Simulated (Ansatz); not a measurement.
**Al₂H (doublet): wave-function methods side by side at a displaced geometry (v2), 6-31G**

How much of the correlation energy of Al₂H (doublet) does each wave-function method recover here?

Program: Ansatz 0.2.0, Gaussian basis. Level of theory: 6-31G, core rule «outside noble gas», up to 10 orbitals frozen. These are calculated values, not measurements.

Plan: UHF; CCSD(T) on ROHF; CCSD(T) on UHF; BCCD(T) on ROHF; CISD; CCSDT(Q) on ROHF; CCSDT(Q) on UHF; CCSDTQ on ROHF; CCSDTQ on UHF; CASSCF and MRCISD+Q, 7 electrons in 9 orbitals; CASSCF and NEVPT2, 7 electrons in 9 orbitals; Full CI.

22 further runs of the same task are left out: 10 that didn't finish, 12 set aside as unsound or not needed.

### Step 1. The geometry

The geometry is a PBE0/def2-TZVP stationary point (not a proven minimum) with its atoms shifted at random (size 0.100 Å).

3 atoms, charge 0, spin multiplicity 2.

Atoms are counted from 1 here; the program's logs count them from 0.

Bond lengths: Al1–Al2 2.670 Å, Al1–H3 1.625 Å. Angles: Al2–Al1–H3 173.3°.

### Step 2. UHF

Input file in.yaml:

```yaml
crystal:
  periodic: [false, false, false]
  atoms:
    - {symbol: Al, position_ang: [0.084376, 0.005225, 0.347567]}
    - {symbol: Al, position_ang: [-0.080498, 0.013599, -2.317777]}
    - {symbol: H, position_ang: [-0.003878, -0.018825, 1.970210]}
basis:
  gaussian: {orbitals: 6-31G}
magnetization: {spin_polarized: true, initial_magnetization: 1}
hamiltonian: {xc: hf}
output: {orbitals: {seedname: orbitals}}
```

Run with:

```sh
> ansatz run in.yaml --threads 1 --pin off --events-out ev --progress --plain --max-ram 2393MiB
```

Further steps of the session: CCSD(T) on ROHF; CCSD(T) on UHF; BCCD(T) on ROHF; CISD; CCSDT(Q) on ROHF; CCSDT(Q) on UHF; CCSDTQ on ROHF; CCSDTQ on UHF; CASSCF and MRCISD+Q, 7 electrons in 9 orbitals; CASSCF and NEVPT2, 7 electrons in 9 orbitals; Full CI.

Q: Predict the results of all the runs planned. Wanted: FCI below the RHF energy; RMP2 from FCI; UMP2 from FCI; RCCSD from FCI; RCCSD(T) from FCI; UCCSD(T) from FCI; RCCSDT(Q) from FCI; UCCSDT(Q) from FCI; NEVPT2 valence from FCI.

**Answer**, as computed:

| quantity | value |
| --- | --- |
| FCI below the RHF energy | -2.3065 eV |
| RMP2 from FCI | +818.3 meV |
| UMP2 from FCI | +820.4 meV |
| RCCSD from FCI | +87.9 meV |
| RCCSD(T) from FCI | +31.9 meV |
| UCCSD(T) from FCI | +32.5 meV |
| RCCSDT(Q) from FCI | +1.4 meV |
| UCCSDT(Q) from FCI | +1.3 meV |
| NEVPT2 valence from FCI | +170.1 meV |
| MRCISD+Q valence from FCI | +3.5 meV |
| levels within 1 kcal/mol (43 meV) | RCCSD(T), UCCSD(T), BCCD(T), RCCSDT, UCCSDT, RCCSDT(Q), UCCSDT(Q), RCCSDTQ, UCCSDTQ, MRCISD valence, MRCISD+Q valence |
| T1 diagnostic | 0.023 |
| effectively unpaired electrons | 1.12 |

RCCSD(T) misses by +31.9 meV, 1.4 % of the correlation energy. One determinant dominates. Of the multireference levels listed MRCISD+Q valence comes nearest in total energy (+3.5 meV), which doesn't show that its space is the better one. Coupled cluster took another determinant than the lowest Hartree-Fock one. These misses are within one basis, not against nature; the frozen cores of restricted and unrestricted runs differ, which can shift their rows.
